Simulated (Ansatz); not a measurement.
## Relaxing a trial structure of CH6Al2

The starting geometry of this gas-phase singlet was optimised with GFN2-xTB.

```csv
atom,x (Å),y (Å),z (Å)
C,-0.2966,-0.6884,0.6323
Al,-1.7775,0.5622,0.1409
Al,0.7829,0.4721,-0.5839
H,-0.1088,-0.6960,1.7176
H,-3.2992,0.4966,-0.1566
H,-1.1550,2.0310,0.2753
H,-0.3036,-1.7440,0.3191
H,-0.1421,0.7206,-1.8694
H,2.2284,1.0278,-0.6808
```

Problem. Predict what becomes of its bonds when it is optimised with PBE-D3(BJ)/def2-SVP.

Solution. New bonds form, giving a structure with H6 bridging Al2 and Al3, H8 bridging Al3 and Al2, given below by its coordinates. Distances that change by over a tenth: Al2–Al3 (2.66 → 2.37 Å), Al2–H6 (1.60 → 1.81 Å), Al3–H8 (1.60 → 1.81 Å). Contacts that close: Al2–H8 (2.60 → 1.81 Å), Al3–H6 (2.63 → 1.81 Å).

The energy falls by 0.48 eV over 13 steps:

```tsv
step	E − E(last) (eV)
1	0.475
2	0.348
4	0.303
5	0.269
6	0.218
8	0.098
9	0.043
10	0.016
12	0.000
13	0.000
```

Final geometry (Å):

```xyz
9

C    -0.2876   -0.7530    0.6819
Al   -1.6750    0.4092   -0.1369
Al    0.6728    0.6644   -0.3255
H    -0.1993   -0.7484    1.7876
H    -3.2072    0.7625   -0.3821
H    -0.6004    1.8070    0.2514
H    -0.2042   -1.7948    0.3102
H    -0.6065    0.5028   -1.5891
H     2.0359    1.3323   -0.8031
```

Frequencies at the end are all real (lowest 350 cm⁻¹). Run with Ansatz 0.2.0, 26 s on 1 thread of AMD EPYC (Zen 3), on a shared host.
